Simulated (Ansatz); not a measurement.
Basis-set series for `B1[SiH2]S1`. Charge 0, multiplicity 1. The structure was optimised at the PBE0-D4/def2-TZVP level.

```xyz
6

B    -0.2167   -0.3299   -1.0976
Si    0.1276   -0.0466    0.7829
S    -0.0052    1.4007   -0.8269
H    -0.4417   -0.9773   -2.0632
H    -0.9353    0.0919    1.8054
H     1.4714   -0.1389    1.3995
```

```tsv
functional	basis	functions	energy (Eh)	HOMO (eV)	LUMO (eV)
PBE0-D4	def2-TZVPP	157	-714.07616	-7.31	-1.82
PBE0-D4	def2-QZVPP	287	-714.09919	-7.31	-1.86
ωB97M-V	def2-TZVPP	157	-714.30860	-9.34	0.21
ωB97M-V	def2-QZVPP	287	-714.33009	-9.35	0.14
```

Problem. Give the rows for def2-SVP. (Estimate.)

Solution. Computed: 
| functional | basis | functions | energy (Eh) | HOMO (eV) | LUMO (eV) |
| --- | --- | --- | --- | --- | --- |
| PBE0-D4 | def2-SVP | 65 | -713.80959 | -7.33 | -1.70 |
| ωB97M-V | def2-SVP | 65 | -714.04099 | -9.32 | 0.43 |

Positive LUMOs are unbound and depend on the basis.
